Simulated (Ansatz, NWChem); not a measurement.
## The same job for NWChem

This Ansatz 0.2.0 job computes doublet [CH2F2]−:

job.yaml:
```yaml
crystal:
  periodic: [false, false, false]
  atoms:
    - {symbol: F, position_ang: [-1.073300, 0.191200, 0.698300]}
    - {symbol: C, position_ang: [0.010100, -0.016900, -0.082300]}
    - {symbol: F, position_ang: [1.090500, -0.179200, 0.713200]}
    - {symbol: H, position_ang: [-0.142700, -0.932900, -0.659500]}
    - {symbol: H, position_ang: [0.165300, 0.864200, -0.711100]}
basis:
  gaussian: {orbitals: aug-cc-pVDZ}
total_charge: -1
magnetization: {spin_polarized: true, initial_magnetization: 1}
hamiltonian: {xc: {name: CAM-B3LYP}}
accuracy: high
output: {orbitals: {seedname: orbitals}}
```

```bash
$ ansatz run job.yaml --threads 1 --pin off --max-ram 3480MiB --events-out events.jsonl --progress --plain --runs-dir runs
```

The coordinates come from a PBE0-D4/def2-TZVP relaxation. That shape belongs to the parent species and isn't relaxed for this state.

The HOMO lies above zero, from self-interaction, a short basis or an unbound electron.

It gives a total energy of -238.925113 Eh.

**Question.** Write the same calculation for NWChem 7.3.0 as an ASE script.

**Answer.** This input was run:

run.py:
```python
from ase import Atoms
from ase.calculators.nwchem import NWChem

mol = Atoms(['F', 'C', 'F', 'H', 'H'], positions=[
    [-1.073300, 0.191200, 0.698300],
    [0.010100, -0.016900, -0.082300],
    [1.090500, -0.179200, 0.713200],
    [-0.142700, -0.932900, -0.659500],
    [0.165300, 0.864200, -0.711100],
])

calc = NWChem(
    label='geom',
    theory='dft',
    memory='2200 mb',
    basis='aug-cc-pVDZ',
    basispar='spherical bse',
    charge=-1,
    dft={'xc': 'xcamb88 1.00 lyp 0.81 vwn_5 0.19 hfexch 1.00', 'cam': '0.33 cam_alpha 0.19 cam_beta 0.46', 'mult': '2', 'grid': 'xfine', 'convergence': 'energy 1e-08', 'direct': None, 'iterations': '100', 'mulliken': None, 'print': 'low'},
    task='energy',
)
mol.calc = calc

print(f"energy = {mol.get_potential_energy():.6f} eV")
```

```bash
$ export ASE_NWCHEM_COMMAND="nwchem PREFIX.nwi > PREFIX.nwo"
$ python run.py
```

Its energy is -238.925113 Eh, 0.000 mEh from the first.
